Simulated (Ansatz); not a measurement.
Born–Oppenheimer molecular dynamics of BClFH3 (6 atoms, charge 0, multiplicity 1). It starts at the highest image of a converged band. Of that band: Neighbouring images differ by up to 1.3 eV, so the band resolves the path poorly. A vibrational analysis at the climbing image gives one clearly imaginary mode, 1023i cm⁻¹: a first-order saddle point.

These are results of RKS r2SCAN/def2-SVP (Ansatz), not measurements.

* ensemble: NVE (velocity Verlet)
* time step: 0.5 fs
* steps asked: 200
* starting velocities drawn for: 100 K
* seed: 6638

First frame:

```xyz
6
Properties=species:S:1:pos:R:3
B 0.096 0.282 -0.007
F 0.117 -0.118 1.585
Cl 1.579 -0.244 -0.815
H -0.978 0.017 -0.466
H 0.167 1.547 0.355
H 0.167 0.980 1.277
```

(1) What does the run give?

(2) What happens to the structure?

(3) How do temperature and energy run in time?

Answers

(1) The run went to its last step.

* steps done: 200
* time covered: 100 fs
* mean temperature over the second half: 539 K
* spread of the potential energy over the second half: 7.7 meV per atom
* mean potential energy of the second half above the start: -37.8 meV per atom

The conserved energy stayed within 0.043 meV per atom of its start (net change 0.0055 meV per atom), so the integration is sound. The kinetic energy rose, since the run started high on the potential surface and went downhill. It ends in pieces (BClH2 + FH), so much of that is their flight and rotation, not heat. A run of 0.1 ps of so small a system gives no equilibrium averages. The orbitals stay closed-shell, which can raise the energy where a bond breaks towards radicals; this wasn't checked here.

(2) Between its relaxed ends the band would form B1–H5, F2–H6 and break B1–F2, H5–H6. These pairs go: B1–H5 1.32 → 1.18 Å, F2–H6 1.14 → 0.92 Å, B1–F2 1.64 → 3.65 Å, H5–H6 1.08 → 5.01 Å. In the last frame they stand as after the step (other bonds may differ from the relaxed reactants and products). It ends as BClH2 + FH. Pairs count as bonded within 1.25 times the sum of covalent radii (0.12 Å more for H–H). This is one draw of velocities; another would differ in detail.

(3) 
| time (fs) | T (K) | potential energy less start (eV) | conserved less start (meV/atom) |
| --- | --- | --- | --- |
| 0 | 100 | 0.000 | 0.00 |
| 8 | 68 | 0.016 | 0.02 |
| 16 | 239 | -0.072 | 0.02 |
| 24 | 665 | -0.292 | 0.00 |
| 32 | 858 | -0.392 | -0.01 |
| 40 | 756 | -0.339 | 0.01 |
| 48 | 745 | -0.333 | -0.02 |
| 56 | 664 | -0.292 | -0.01 |
| 64 | 597 | -0.257 | 0.01 |
| 72 | 557 | -0.237 | -0.01 |
| 80 | 491 | -0.202 | -0.01 |
| 88 | 476 | -0.194 | 0.00 |
| 96 | 421 | -0.166 | 0.00 |

The run took 7.5 min on 1 thread of Arm Neoverse V1, with other jobs on the host, peak memory 0.1 GiB.
